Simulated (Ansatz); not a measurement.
**C₃H₆O: vertical ionisation energy**

The task here is to estimate one member of a computed series from the others.

Program: Ansatz 0.2.0, Gaussian basis. Level of theory: unrestricted cation, the program's frozen cores in correlated methods. These are calculated values, not measurements.

Plan: UKS PBE-D4/def2-TZVPP; UKS r2SCAN-D4/def2-TZVPP; UKS PBE0-D4/def2-TZVPP; UKS B3LYP-D4/def2-TZVPP; UKS wB97X-V/def2-TZVPP; UKS wB97M-V/def2-TZVPP; UKS B2PLYP/def2-TZVPP; UHF-CCSD(T)/def2-TZVPP; UHF-MP2/def2-QZVPP; extrapolation to the limit; then −ε(HOMO) from the neutral's earlier runs with LDA (SPW92), PBE-D4, revPBE-D4, BLYP-D4, r2SCAN-D4, B97M-V, PBE0-D4, B3LYP-D4, r2SCANh-D4, r2SCAN0-D4, HSE06-D4, BHLYP-D4, CAM-B3LYP-D4, LC-ωPBE, ωB97X-V, ωB97M-V.

### The geometry

The geometry comes from an earlier relaxation with PBE0-D4 in a triple-zeta def2 set; it is a stationary point, not always the lowest conformer.

SMILES `C=C(C)O`, 10 atoms, charge 0, spin multiplicity 1.

Atoms are counted from 1 here; the program's logs count them from 0.

Bond lengths: C1–C2 1.331 Å, C1–H5 1.085 Å, C1–H6 1.080 Å, C2–C3 1.487 Å, C2–O4 1.359 Å, C3–H7 1.093 Å, C3–H8 1.093 Å, C3–H9 1.088 Å, O4–H10 0.962 Å. Angles: C2–C1–H5 121.8°, C2–C1–H6 120.4°, H5–C1–H6 117.7°, C1–C2–C3 125.2°, C1–C2–O4 123.9°, C3–C2–O4 110.9°, C2–C3–H7 110.2°, C2–C3–H8 110.1°, C2–C3–H9 111.0°, H7–C3–H8 107.2°, H7–C3–H9 109.1°, H8–C3–H9 109.1°, C2–O4–H10 109.0°.

Set-up of the first run:

The input, in.yaml:

```yaml
crystal:
  periodic: [false, false, false]
  atoms:
    - {symbol: C, position_ang: [-0.417231, 1.279531, -0.015548]}
    - {symbol: C, position_ang: [0.082950, 0.069212, -0.254876]}
    - {symbol: C, position_ang: [0.085697, -1.062177, 0.709527]}
    - {symbol: O, position_ang: [0.664774, -0.291572, -1.428542]}
    - {symbol: H, position_ang: [-0.390002, 2.067544, -0.760434]}
    - {symbol: H, position_ang: [-0.868600, 1.505764, 0.939428]}
    - {symbol: H, position_ang: [-0.452739, -1.916113, 0.289913]}
    - {symbol: H, position_ang: [1.110759, -1.388907, 0.903493]}
    - {symbol: H, position_ang: [-0.380463, -0.773904, 1.649924]}
    - {symbol: H, position_ang: [0.648055, 0.459423, -2.029983]}
basis:
  gaussian: {orbitals: def2-TZVPP}
total_charge: 1
magnetization: {spin_polarized: true, initial_magnetization: 1}
hamiltonian: {xc: pbe, dispersion: d4}
```

Command:

```bash
ansatz run in.yaml --threads 4 --pin off --events-out ev --progress --plain --max-ram 10444MiB
```

Among the steps run: Cation, UKS PBE-D4/def2-TZVPP; Cation, UKS r2SCAN-D4/def2-TZVPP; Cation, UKS PBE0-D4/def2-TZVPP; Cation, UKS B3LYP-D4/def2-TZVPP; Cation, UKS wB97X-V/def2-TZVPP; Cation, UKS wB97M-V/def2-TZVPP; Cation, UKS B2PLYP (frozen core)/def2-TZVPP; Cation, UHF-CCSD(T)/def2-TZVPP; Cation, UHF-MP2/def2-QZVPP.

One of the session's tables, all rows but one given; the rest of the session is left out.

Orbital estimates, from the neutral's runs:

| functional | −ε(HOMO) (eV) |
| --- | --- |
| LDA (SPW92) | 5.56 |
| PBE-D4 | 5.38 |
| revPBE-D4 | 5.31 |
| BLYP-D4 | 5.26 |
| r2SCAN-D4 | 5.59 |
| B97M-V | 5.63 |
| PBE0-D4 | 6.59 |
| B3LYP-D4 | 6.38 |
| r2SCANh-D4 | 6.05 |
| r2SCAN0-D4 | ? |
| HSE06-D4 | 6.18 |
| BHLYP-D4 | 7.66 |
| CAM-B3LYP-D4 | 7.95 |
| LC-ωPBE | 9.31 |
| ωB97X-V | 8.93 |
| ωB97M-V | 8.84 |

**Question.** Estimate the row for r2SCAN0-D4.

Worked estimate for «−ε(HOMO) (eV)». Against the share of exact exchange, r2SCAN-D4 (0, 5.59), r2SCANh-D4 (0.1, 6.05) give a slope of 4.60 per unit share; at 0.25 the line stands at 6.74.

As computed: −ε(HOMO) (eV): 6.73. In «−ε(HOMO) (eV)» the line misses by +0.01.
